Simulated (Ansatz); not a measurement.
# SiH+ (triplet): from Hartree-Fock to the top rungs, cc-pVTZ

The task here is to estimate one member of a computed series from the others.

Method: cc-pVTZ, core rule «outside noble gas», up to 5 orbitals frozen; program: Ansatz 0.2.0, Gaussian basis.

To be run: UHF; CCSD(T) on ROHF; CCSD(T) on UHF; BCCD(T) on ROHF; CISD; CCSDT(Q) on ROHF; CCSDT(Q) on UHF; Full CI.

20 further runs of the same task are left out: 3 for a known fault of the program, 6 that didn't finish, 11 set aside as unsound or not needed.

**The system**

The geometry is a PBE0/def2-TZVP stationary point (not a proven minimum) of the parent state, kept for this charge and spin.

2 atoms, charge 1, spin multiplicity 3.

Atoms are counted from 1 here; the program's logs count them from 0.

Bond lengths: Si1–H2 1.500 Å.

The first run:

File in.yaml:

```yaml
crystal:
  periodic: [false, false, false]
  atoms:
    - {symbol: Si, position_ang: [0.000000, 0.000000, 0.000000]}
    - {symbol: H, position_ang: [0.000000, 0.000000, 1.499536]}
basis:
  gaussian: {orbitals: cc-pVTZ}
total_charge: 1
magnetization: {spin_polarized: true, initial_magnetization: 2}
hamiltonian: {xc: hf}
output: {orbitals: {seedname: orbitals}}
```

Launch:

```bash
ansatz run in.yaml --threads 1 --pin off --events-out ev --progress --plain --max-ram 2393MiB
```

Steps of the session up to this table: UHF; CCSD(T) on ROHF; CCSD(T) on UHF; BCCD(T) on ROHF; CISD; CCSDT(Q) on ROHF; CCSDT(Q) on UHF; Full CI.

One table of the session follows, with a row left open; its other results are not shown here.

It belongs to the step «Misses and costs». 

| method | from FCI (meV) |
| --- | --- |
| ROHF | +1961.9 |
| UHF | +1856.3 |
| RMP2 | +549.5 |
| UMP2 | +524.5 |
| CISD | +64.0 |
| RCCSD | +71.1 |
| UCCSD | +63.7 |
| RCCSD(T) | +18.3 |
| UCCSD(T) | +15.6 |
| BCCD(T) | +17.8 |
| RCCSDT | +1.0 |
| UCCSDT | -1.4 |
| RCCSDT(Q) | +0.2 |
| UCCSDT(Q) | ? |
| FCI | 0 |

Estimate the missing values for UCCSDT(Q).

**Answer.** from FCI (meV): -2.1. In the column «from FCI (meV)» it is the lowest.

To keep in mind: UCCSDT(Q) falls below full CI: unrestricted runs freeze a spin-polarised core, another one than full CI's, and coupled cluster isn't variational. Levels on UHF freeze UHF's core orbitals, full CI those of ROHF, so the U rows can settle a little off it for that reason alone. Restricted and unrestricted rows rest on different reference determinants; where their highest levels disagree by more than a few hundredths of an eV, they describe different states and don't form one ladder.
